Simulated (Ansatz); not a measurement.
System: rock-salt GdN. Method: BLYP (PAW; Ansatz, a first-principles code).

Numerical settings: plane-wave cutoff 520 eV, 12×12×12 k mesh, Fermi–Dirac smearing 0.01 eV, spin-polarised with parallel moments, scalar-relativistic PAW data made under PBE.

The cell has the measured lattice: a = b = c = 4.9740 Å, α = β = γ = 90.00°.

Q: Estimate the magnetic moment (largest site, within a sphere) that the calculation returns.

A: 
* **magnetic moment (largest site, within a sphere)**: 6.85 μB

The run finds no gap.

Note: the 4f shell is treated without U or exact exchange, so its levels and filling can be wrong; cell and atoms aren't relaxed at this level (pressure 6.5 GPa).

Moments are spin moments.

Spin–orbit coupling is not included; it can open a gap where bands touch, and shift volumes and moduli.

Static lattice: no zero-point or thermal effects.
